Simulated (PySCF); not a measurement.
Structure problem from calculated spectra and properties.

Elements present: C, Cl, F and H. Monoisotopic mass: 101.9439 u.

| Property | Result |
| --- | --- |
| Rotational structure | rotational constants A, B, C: 6.954, 3.281, 2.337 GHz [GFN2-xTB] |
| Dipole | 1.33 D [CAM-B3LYP/def2-SVPD] |
| 1H NMR | chemical shifts (computed TMS as zero) by class: 7.70 (1 H) ppm [GIAO PBE0/pcSseg-1] |
| UV, strongest line | among the 8 lowest singlet transitions: S8 at 8.93 eV (139 nm, f = 0.063) [TDDFT CAM-B3LYP/def2-SVPD] |
| UV, first state | lowest singlet excitation: 7.11 eV (174 nm, f = 0.015) [TDDFT CAM-B3LYP/def2-SVPD] |
| Triplet | lowest triplet excitation (Tamm–Dancoff): 6.33 eV [TDA CAM-B3LYP/def2-SVPD] |
| NMR, other nuclei | isotropic shieldings of nuclei other than C and H, by class: 259 (1 F), 576 (2 Cl) ppm [GIAO PBE0/pcSseg-1] |
| 13C NMR | chemical shifts (computed TMS as zero) by class: 124.3 (1 C) ppm [GIAO PBE0/pcSseg-1] |
| Polarisability | 43.3 au [CAM-B3LYP/def2-SVPD] |

The electronic properties come from PySCF, for the isolated species, density fitting. Levels stand in brackets. Isolated species at its GFN2-xTB geometry, gas phase. NMR values are class means; diastereotopic atoms form classes of their own.

Q: Which formula fits the mass and the elements?

A: CHCl2F (calculated 101.9439). No other formula that holds each of these elements comes within 0.0003 u with a fitting electron parity and a possible valence count.

Q: What is the compound? Reason from the data.

A: Numbering: `[F:1][CH:2]([Cl:3])[Cl:4]`. Its formula, CHCl2F, gives 0 degrees of unsaturation, so no ring and no π bond. The one carbon: CHCl2 carbon [C2] (124.3 ppm). The one hydrogen (7.70 ppm): methine hydrogen. The other shieldings belong to: 259 ppm, alkyl fluorine [F1]; 576 ppm, chlorine on a fluorinated carbon [Cl3/Cl4]. The optimised geometry has point group Cs and is an asymmetric top. Structure: dichlorofluoromethane, `FC(Cl)Cl`. The assignments are read from this structure; whether some other isomer fits the data as well wasn't checked. NMR values of atoms bound to several Cl lack the spin–orbit term that these neighbours bring.
